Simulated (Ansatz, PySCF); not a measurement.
Species: SiF₃, charge 0, doublet. SiF3 (SMILES F[Si](F)F, doublet).
B3LYP-D3(BJ)/def2-TZVP minimum from Ansatz (a quantum-chemistry and plane-wave program):
```xyz
4

Si     0.2161     0.2098     0.2226
F     -0.7209    -0.7467     1.0769
F     -0.7144     1.1195    -0.6880
F      1.0991    -0.6990    -0.7351
```
Charge 0, spin multiplicity 2.

Atomisation energy term by term, kcal/mol (programs: Ansatz). UHF or UKS for unpaired electrons; spin-orbit terms are left out. Correlated methods leave the cores frozen. Rows without X2C or -DK are non-relativistic. CBS(X,Y): correlation extrapolated as X^-3, Hartree-Fock from the larger set. A bracket is a step between two methods taken in the basis named. '+ core + X2C': CCSD(T) terms for core correlation (cc-pwCVTZ, 1s frozen past Ne) and scalar relativity (cc-pVTZ-DK).

```json
[
 {"term": "Hartree-Fock", "basis": "cc-pV(Q+d)Z", "kcal/mol": "302.79"},
 {"term": "CCSD correlation", "basis": "CBS(cc-pV(T+d)Z,cc-pV(Q+d)Z)", "kcal/mol": "96.77"},
 {"term": "(T)", "basis": "CBS(cc-pV(T+d)Z,cc-pV(Q+d)Z)", "kcal/mol": "8.48"},
 {"term": "CCSDT(Q) - CCSD(T)", "basis": "cc-pV(D+d)Z", "kcal/mol": "0.65"},
 {"term": "core correlation", "basis": "cc-pwCVTZ", "kcal/mol": "-0.16"},
 {"term": "scalar relativity", "basis": "X2C, cc-pVTZ-DK", "kcal/mol": "-1.37"},
 {"term": "minus zero-point energy", "basis": "Hessian by PySCF at B3LYP-D3(BJ)/def2-TZVP", "kcal/mol": "-5.24"},
 {"term": "sum: D0", "basis": "", "kcal/mol": "401.9"}
]
```
